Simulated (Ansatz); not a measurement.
# C2H7Al: the cost of one run

Program: Ansatz 0.2.0. Level of theory: RKS BLYP-D4/def2-SVPD. These are calculated values, not measurements.

## 1. The system as given

Bond lengths: Al1–C2 2.170 Å, C2–H3 1.110 Å, C2–H4 1.110 Å, C2–H5 1.110 Å, Al1–H6 1.760 Å, Al1–C7 1.970 Å, C7–H8 1.110 Å, C7–H9 1.110 Å, C7–H10 1.110 Å. Angles (14 of 15 angles, heavy atoms first): C2–Al1–C7 160.3°, Al1–C2–H3 70.8°, Al1–C2–H4 134.6°, Al1–C2–H5 112.9°, C2–Al1–H6 44.2°, H6–Al1–C7 155.5°, Al1–C7–H8 109.5°, Al1–C7–H9 109.5°, Al1–C7–H10 109.5°, H3–C2–H4 109.4°, H3–C2–H5 109.4°, H4–C2–H5 109.4°, H8–C7–H9 109.4°, H8–C7–H10 109.4°.

As a file:

```xyz
10

Al    0.0000    0.0000    0.0000
C     1.4047    0.0000    1.6540
H     0.4051   -0.3092    2.0245
H     2.1723   -0.7111    2.0245
H     1.6368    1.0203    2.0245
H     1.7519    0.0000    0.1685
C    -1.7060    0.0000   -0.9850
H    -2.2662   -0.9305   -0.7558
H    -2.3102    0.8797   -0.6796
H    -1.5043    0.0508   -2.0753
```

## 2. A restrained relaxation towards end A

Springs on the bonds that form and break draw the guess towards this end; the thresholds are loose.

input.yaml reads:

```yaml
crystal:
  periodic: [false, false, false]
  atoms:
    - { symbol: Al, position_ang: [0.0, 0.0, 0.0] }
    - { symbol: C, position_ang: [1.4047, 0.0, 1.654] }
    - { symbol: H, position_ang: [0.4051, -0.3092, 2.0245] }
    - { symbol: H, position_ang: [2.1723, -0.7111, 2.0245] }
    - { symbol: H, position_ang: [1.6368, 1.0203, 2.0245] }
    - { symbol: H, position_ang: [1.7519, 0.0, 0.1685] }
    - { symbol: C, position_ang: [-1.706, 0.0, -0.985] }
    - { symbol: H, position_ang: [-2.2662, -0.9305, -0.7558] }
    - { symbol: H, position_ang: [-2.3102, 0.8797, -0.6796] }
    - { symbol: H, position_ang: [-1.5043, 0.0508, -2.0753] }
basis:
  gaussian: { orbitals: def2-SVPD }
hamiltonian:
  xc: blyp
  dispersion: d4
relax:
  f_tol: 0.15
  max_steps: 25
  restrain:
    - { distance: [1, 5], at: 2.31, k: 30.0 }
    - { distance: [0, 1], at: 1.97, k: 30.0 }
    - { distance: [0, 5], at: 1.56, k: 30.0 }
```

Command:

```bash
ansatz run input.yaml --threads 4 --pin off --max-ram 5120MiB --backend cpu --events-out ev --progress --plain --runs-dir out
```

**Question.** How long does this run take on 4 threads of Arm Neoverse V2, shared host, and how much memory does it need?

About 9.7 s, with a peak of 0.14 GiB.
